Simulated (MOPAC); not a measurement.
MOPAC input (AM1):

```
AM1 PRECISE GNORM=0.05 LET XYZ UHF MS=0.5 GEO-OK AUX(PRECISION=9) THREADS=1
C2H5S

C     1.52399082 1    0.64641529 1   -0.00531841 1
C     0.00641875 1    0.75859448 1    0.00504775 1
S    -0.88739644 1   -0.80741437 1    0.00020570 1
H    -0.35075465 1    1.31075033 1    0.88086873 1
H    -0.36177463 1    1.32241875 1   -0.85869246 1
H     1.98165574 1    1.63922735 1   -0.00155821 1
H     1.87896306 1    0.10217541 1    0.87023868 1
H     1.86779611 1    0.11399946 1   -0.89252405 1
```

Problem. What heat of formation does the run end on?

Solution. 21.10 kcal/mol.
